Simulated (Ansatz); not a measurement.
# H6Si2: the cost of one run

Method: PBE0-D4/def2-TZVP structures, single points in def2-TZVPP, no counterpoise correction; program: Ansatz 0.2.0, Gaussian basis.

Levels: SPW92, PBE-D4, BLYP-D4, r2SCAN-D4, B97M-V, PBE0-D4, B3LYP-D4, r2SCAN0-D4, BHLYP-D4, CAM-B3LYP-D4, wB97X-V, wB97M-V, B2PLYP, PBE-QIDH, RPA on PBE, Hartree-Fock, MP2, CCSD, CCSD(T).

Correlated methods freeze the cores. B3LYP uses VWN-RPA correlation. B2PLYP carries no dispersion term here.

95 further runs of the same task are left out: 1 that didn't finish, 94 set aside as unsound or not needed.

### 1 Where the work starts

The complex: 10 atoms, charge 0, spin multiplicity 1.

Atoms are counted from 1 here; the program's logs count them from 0.

Bond lengths: Si1–Si2 2.341 Å, Si1–H3 1.488 Å, Si1–H4 1.485 Å, Si1–H5 1.485 Å, Si2–H8 1.494 Å, Si2–H9 1.487 Å, Si2–H10 1.487 Å, H6–Cl7 1.283 Å. Angles: Si2–Si1–H3 108.6°, Si2–Si1–H4 110.2°, Si2–Si1–H5 110.2°, H3–Si1–H4 109.1°, H3–Si1–H5 109.1°, H4–Si1–H5 109.6°, Si1–Si2–H8 111.2°, Si1–Si2–H9 110.9°, Si1–Si2–H10 110.9°, H8–Si2–H9 107.3°, H8–Si2–H10 107.3°, H9–Si2–H10 109.1°.

As a file:

```
Si   -0.4646    0.5308   -1.1931
Si    0.7921   -1.0676   -0.0333
H    -0.3479    0.2609   -2.6515
H    -1.8938    0.4472   -0.7971
H     0.0525    1.8940   -0.9091
H    -0.3124    0.5997    2.3047
Cl   -1.0519    1.6173    2.5580
H     0.7134   -0.8493    1.4428
H     0.2856   -2.4385   -0.3056
H     2.2269   -0.9944   -0.4157
```

Its parts: Si2H6 holds atoms 1, 2, 3, 4, 5, 8, 9, 10; HCl holds atoms 6, 7. Each part counts its atoms afresh in its own runs.

### 2 Relaxing Si2H6 alone

relax-a/in.yaml reads:

```yaml
crystal:
  periodic: [false, false, false]
  atoms:
    - {symbol: Si, position_ang: [-0.464611, 0.530788, -1.193080]}
    - {symbol: Si, position_ang: [0.792124, -1.067557, -0.033324]}
    - {symbol: H, position_ang: [-0.347913, 0.260877, -2.651450]}
    - {symbol: H, position_ang: [-1.893801, 0.447177, -0.797084]}
    - {symbol: H, position_ang: [0.052494, 1.893995, -0.909108]}
    - {symbol: H, position_ang: [0.713446, -0.849301, 1.442788]}
    - {symbol: H, position_ang: [0.285633, -2.438458, -0.305597]}
    - {symbol: H, position_ang: [2.226866, -0.994425, -0.415698]}
basis:
  gaussian: {orbitals: def2-TZVP}
hamiltonian: {xc: pbe0, dispersion: d4}
relax: {f_tol: 0.005, max_steps: 200}
```

On the command line:

```sh
ansatz run in.yaml --threads 4 --pin off --events-out ev --progress --plain --max-ram 9574MiB
```

**Question.** How long does this run take on 4 threads of Intel Xeon at 2.50GHz, shared host?

About 6 s.
